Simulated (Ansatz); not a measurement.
## Ansatz (development build ahead of 0.2.0) run

```yaml
crystal:
  periodic: [false, false, false]
  atoms:
    - { symbol: B, position_ang: [0.0, 0.0, 0.0] }
    - { symbol: C, position_ang: [0.0, 0.0, 1.41645] }
basis:
  gaussian: { orbitals: def2-SVP }
magnetization:
  spin_polarized: true
  initial_magnetization: 3
hamiltonian:
  xc: hf
correlation:
  method: mp2
  frozen_orbitals: { B: 1, C: 1 }
scf:
  omitted_lower_state_checks: [starts, atomic_configurations, cluster_reference, orbital_swaps, given_window_search, neighbouring_geometries, increment]
```

The input is written out in the form of the current development build from the run's settings.

Results

| Item | Value |
| --- | --- |
| Converged | yes |
| Reference energy | -62.26465 hartree |
| Correlation energy | -0.12094 hartree |
| Total energy | -62.38559 hartree |
| Spin squared of the determinant | 3.754 |
| Stability test | minimum |
| Occupied orbitals by symmetry in an Abelian subgroup (alpha; beta) | 5 A1 1 B1 1 B2; 4 A1 |

Messages of the program:
```
mean field -1694.30752731 eV, -62.2646531859 hartree, gradient 2.7e-6 eV, S^2 3.753679; 0 other ends of a descent, 0 dependent functions left out
```
